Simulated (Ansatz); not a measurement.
The cluster SiO₂⁻. Total charge -1; doublet. Geometry PBE0-D4/def2-TZVP, that of the neutral singlet.

```xyz
3

Si    0.000    0.000    0.000
O     1.119   -0.494    0.877
O    -1.119    0.494   -0.877
```

At PBE-D4/def2-TZVPD, r2SCAN-D4/def2-TZVPD, PBE0-D4/def2-TZVPD the highest occupied level of the charge -1 doublet lies above zero (up to 1.24 eV). By energy differences its removal costs 1.54 eV (vertical, to the charge 0 singlet, at PBE-D4/def2-TZVPD); a positive level beside a positive removal energy at the same level points to self-interaction error. The structure comes from a short search, and lower isomers may exist.

Task: Estimate the α-spin orbital energies around the gap (eV) in Ansatz with PBE-D4/def2-TZVPD, r2SCAN-D4/def2-TZVPD, PBE0-D4/def2-TZVPD.

Result: 
```
orbital  PBE-D4/def2-TZVPD  r2SCAN-D4/def2-TZVPD  PBE0-D4/def2-TZVPD
 HOMO−5              -3.33                 -3.69               -5.08
 HOMO−4              -3.02                 -3.33               -4.51
 HOMO−3              -3.02                 -3.33               -4.51
 HOMO−2              -1.96                 -2.18               -3.35
 HOMO−1              -1.96                 -2.18               -3.35
   HOMO               1.24                  1.07                0.43
   LUMO               4.07                  4.14                4.59
 LUMO+1               4.07                  4.14                4.81
 LUMO+2               4.17                  4.77                4.81
 LUMO+3               4.38                  4.99                4.83
 LUMO+4               5.60                  6.27                6.10
 LUMO+5               5.61                  6.27                6.21
 β HOMO              -1.94                 -2.25               -3.41
 β LUMO               2.01                  2.48                2.85
```
